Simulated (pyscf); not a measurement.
Thermochemistry of product channels of F–CH=CH–F + F–C:–F [singlet] on the singlet surface, in kcal/mol, from ωB97M-D3(BJ)/def2-TZVP energies (ideal gas, 1 atm, RRHO with modes under 100 cm⁻¹ raised to 100, one conformer, R ln 2 for chiral ones without a mode under 150 cm⁻¹). PySCF, gas phase, ωB97X-D3(BJ)/def2-SVP geometries.

```json
[
 {"products": "cyclic C₃H₂F₄ (SMILES FC1C(F)C1(F)F)", "ΔE": "-39.8", "ΔH(298 K)": "-36.8", "ΔG(600 K)": "-11.2", "ΔG(1200 K)": "+13.3"},
 {"products": "F–CH=C(F)–CH(F)–F", "ΔE": "-56.8", "ΔH(298 K)": "-53.3", "ΔG(600 K)": "-29.2", "ΔG(1200 K)": "-6.0"}
]
```

The channel to cyclic C₃H₂F₄ (SMILES FC1C(F)C1(F)F) turns unfavourable between 298 and 1200 K (ΔG from -24.1 kcal/mol to +13.3 kcal/mol).

These are energies of the channels, which say nothing of barriers. F–CH=CH–F lies 11.0 kcal/mol over its isomer H₂C=C(F)–F (electronic energy, ωB97M-D3(BJ)/def2-TZVP).
